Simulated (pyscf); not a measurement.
A first-order saddle from PySCF, ωB97X-D3(BJ)/def2-SVP:

```xyz
10

C     -0.6769    -0.5675     1.5196
Hf     0.0043    -0.4427    -0.6477
Cl     1.3670    -2.3193    -0.3820
Cl    -1.4883    -1.2118    -2.2782
Cl     1.6034     1.1867    -1.1600
H     -1.3622    -0.0066     2.1805
H     -1.0390    -1.6127     1.5432
H      0.3043    -0.5485     2.0307
Cl    -1.7268     1.6306    -0.2961
H     -1.4281     0.7637     0.7334
```

Surface: singlet, charge 0. Lowest wavenumbers (cm⁻¹): 339i, 63, 80, 113, 120.

Problem. What reaction is this the transition state of?

Solution. `[CH3][Hf]([Cl])([Cl])[Cl]` + `[ClH]` ⇌ `[CH4]` + `[Cl][Hf]([Cl])([Cl])[Cl]`, a four-centre exchange read from left to right: C–Hf, Cl–H broken and C–H, Cl–Hf formed. At ωB97M-D3(BJ)/def2-TZVP it lies +18.8 kJ/mol from the left side and +217.4 kJ/mol from the right (each side as separated species at their lowest minima found). On the reactant side the descent ends in an adduct with a Cl–Hf contact, 15.1 kJ/mol under the separated species and 14.9 kJ/mol under the saddle at ωB97X-D3(BJ)/def2-TZVP. What is counted as formed (Cl–Hf) is already present as a longer contact in the reactant adduct; forming that adduct is a step of its own. At ωB97X-D3(BJ)/def2-TZVP the barrier from the zero used here is -0.2 kJ/mol. This is the saddle that the search found; another between the same sides may lie lower. Elements past Kr carry the def2 core potentials, without spin-orbit coupling.
